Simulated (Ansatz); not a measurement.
# AlFH5P: the cost of one run

Method: RKS revPBE-D4/def2-SVP, in Ansatz 0.2.0.

## 1. The system as given

Bond lengths: Al1–F2 2.040 Å, Al1–H3 1.560 Å, Al1–H4 1.560 Å, Al1–P5 2.580 Å, P5–H6 1.420 Å, P5–H7 1.420 Å. Angles: F2–Al1–H3 120.0°, F2–Al1–H4 120.0°, F2–Al1–P5 71.6°, H3–Al1–H4 120.0°, H3–Al1–P5 97.0°, H4–Al1–P5 101.2°, Al1–P5–H6 109.5°, Al1–P5–H7 109.5°, H6–P5–H7 109.4°.

Coordinates:

```xyz
8

Al    0.0000    0.0000    0.0000
F     0.0000    0.0000    2.0400
H     1.3510    0.0000   -0.7800
H    -1.3510    0.0000   -0.7800
P     0.1078   -2.4460    0.8135
H    -0.6605   -3.2680   -0.0528
H     1.4574   -2.8876    0.8103
H     0.0528   -1.1980    1.9406
```

## 2. A restrained relaxation towards end A

Springs on the bonds that form and break draw the guess towards this end; the thresholds are loose.

Input file input.yaml:

```yaml
crystal:
  periodic: [false, false, false]
  atoms:
    - { symbol: Al, position_ang: [0.0, 0.0, 0.0] }
    - { symbol: F, position_ang: [0.0, 0.0, 2.04] }
    - { symbol: H, position_ang: [1.351, 0.0, -0.78] }
    - { symbol: H, position_ang: [-1.351, 0.0, -0.78] }
    - { symbol: P, position_ang: [0.1078, -2.446, 0.8135] }
    - { symbol: H, position_ang: [-0.6605, -3.268, -0.0528] }
    - { symbol: H, position_ang: [1.4574, -2.8876, 0.8103] }
    - { symbol: H, position_ang: [0.0528, -1.198, 1.9406] }
basis:
  gaussian: { orbitals: def2-SVP }
hamiltonian:
  xc: revpbe
  dispersion: d4
relax:
  f_tol: 0.15
  max_steps: 25
  restrain:
    - { distance: [0, 4], at: 3.48, k: 30.0 }
    - { distance: [7, 1], at: 2.12, k: 30.0 }
    - { distance: [0, 1], at: 1.69, k: 30.0 }
    - { distance: [7, 4], at: 1.42, k: 30.0 }
```

Run with:

```console
ansatz run input.yaml --threads 1 --pin off --max-ram 2048MiB --backend cpu --events-out ev --progress --plain --runs-dir out
```

**Question.** How long does this run take on 1 thread of Arm Neoverse V2, shared host, and how much memory does it need?

About 12 s, with a peak of 0.14 GiB.
